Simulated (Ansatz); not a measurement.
System: rock-salt HfC. Method: HSE06 (PAW; Ansatz, a program for electronic structure).

Total energies, extrapolated to zero smearing (they compare only within this program, potentials and cutoff):

```csv
system,energy (eV/atom)
"rock-salt HfC, relaxed",-7987.2965
hcp Hf,-15721.5892
graphite,-250.9459
```

Problem. Work out the formation enthalpy per atom.

Solution. ΔH_f ≈ ΔE = -7987.2965 − [1 × (-15721.5892) + 1 × (-250.9459)]/2 = -1.029 eV/atom (0 K, no vibrations). The reference value is -1.171 ± 0.03 eV/atom (measured, 298 K, copied from a table, unchecked, no zero-point or thermal correction; as tabulated in Wang et al. (2021), doi:10.1038/s41598-021-94550-5), a difference of +0.142 eV/atom.

Spin–orbit coupling is left out; its size isn't shown.

The PAW data were made under PBE.
